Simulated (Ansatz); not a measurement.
# BH₆NSi: one species, many methods

An exercise on one series of results from a longer session: the logs are not shown, and one member is left open.

Program: Ansatz 0.2.0, Gaussian basis. Level of theory: functionals in def2-TZVPP, the program's frozen cores in correlated methods. These are calculated values, not measurements.

Levels to be run: LDA (SPW92), PBE-D4, revPBE-D4, BLYP-D4, r2SCAN-D4, B97M-V, PBE0-D4, B3LYP-D4, r2SCANh-D4, r2SCAN0-D4, HSE06-D4, BHLYP-D4, CAM-B3LYP-D4, LC-ωPBE, ωB97X-V, ωB97M-V, B2PLYP, PBE-QIDH; CCSD(T)/def2-SVP; CCSD(T)/def2-TZVPP; MP2/def2-QZVPP; extrapolation to the limit; RPA on PBE.

### The geometry

An earlier PBE0-D4 in a triple-zeta def2 set relaxation fixed the geometry.

SMILES `BN[SiH3]`, 9 atoms, charge 0, spin multiplicity 1.

Atoms are counted from 1 here; the program's logs count them from 0.

Bond lengths: B1–N2 1.399 Å, B1–H4 1.198 Å, B1–H5 1.198 Å, N2–Si3 1.745 Å, N2–H6 1.011 Å, Si3–H7 1.487 Å, Si3–H8 1.480 Å, Si3–H9 1.487 Å. Angles: N2–B1–H4 119.0°, N2–B1–H5 119.6°, H4–B1–H5 121.4°, B1–N2–Si3 126.7°, B1–N2–H6 116.6°, Si3–N2–H6 116.7°, N2–Si3–H7 110.4°, N2–Si3–H8 107.6°, N2–Si3–H9 110.4°, H7–Si3–H8 110.4°, H7–Si3–H9 107.7°, H8–Si3–H9 110.4°.

Set-up of the first run:

Input file in.yaml:

```yaml
crystal:
  periodic: [false, false, false]
  atoms:
    - {symbol: B, position_ang: [-0.782651, 0.803200, -1.073310]}
    - {symbol: N, position_ang: [0.104439, 0.642294, -0.003963]}
    - {symbol: Si, position_ang: [0.541468, -0.858853, 0.771378]}
    - {symbol: H, position_ang: [-1.318575, -0.164283, -1.533241]}
    - {symbol: H, position_ang: [-0.990811, 1.899248, -1.509622]}
    - {symbol: H, position_ang: [0.536190, 1.482636, 0.356168]}
    - {symbol: H, position_ang: [2.006688, -1.088961, 0.666207]}
    - {symbol: H, position_ang: [-0.200496, -1.945119, 0.093341]}
    - {symbol: H, position_ang: [0.192148, -0.816362, 2.216042]}
basis:
  gaussian: {orbitals: def2-TZVPP}
hamiltonian: {xc: lda}
output: {orbitals: {seedname: orbitals}}
```

On the command line:

```console
> ansatz run in.yaml --threads 4 --pin off --events-out ev --progress --plain --max-ram 10444MiB
```

Steps of the session up to this table: LDA; PBE-D4 (GGA); revPBE-D4 (GGA); BLYP-D4 (GGA); r2SCAN-D4 (meta-GGA); B97M-V (meta-GGA); PBE0-D4 (hybrid); B3LYP-D4 (hybrid); r2SCANh-D4 (hybrid); r2SCAN0-D4 (hybrid); HSE06-D4 (hybrid); BHLYP-D4 (hybrid); CAM-B3LYP-D4 (range-separated); LC-ωPBE (range-separated); ωB97X-V (range-separated); ωB97M-V (range-separated); B2PLYP (double hybrid); PBE-QIDH (double hybrid).

One of the session's tables, all rows but one given; the rest of the session is left out.

It belongs to the step «Orbital energies across the functionals». 

| functional | HOMO (eV) | gap (eV) |
| --- | --- | --- |
| LDA (SPW92) | -7.38 | 5.98 |
| PBE-D4 | -7.26 | 6.11 |
| revPBE-D4 | -7.21 | 6.15 |
| BLYP-D4 | -7.13 | 6.11 |
| r2SCAN-D4 | -7.52 | 6.75 |
| B97M-V | -7.63 | 6.70 |
| PBE0-D4 | -8.52 | 8.35 |
| B3LYP-D4 | -8.30 | 7.89 |
| r2SCANh-D4 | -7.99 | 7.56 |
| r2SCAN0-D4 | -8.71 | 8.77 |
| HSE06-D4 | -8.12 | 7.57 |
| BHLYP-D4 | -9.70 | 10.49 |
| CAM-B3LYP-D4 | ? | ? |
| LC-ωPBE | -11.30 | 13.36 |
| ωB97X-V | -10.92 | 12.87 |
| ωB97M-V | -10.82 | 12.48 |

Q: Estimate the row for CAM-B3LYP-D4 from the others.

**Answer.** HOMO (eV): -9.90; gap (eV): 10.78. In the column «HOMO (eV)» it lies between ωB97M-V (-10.82) and BHLYP-D4 (-9.70).
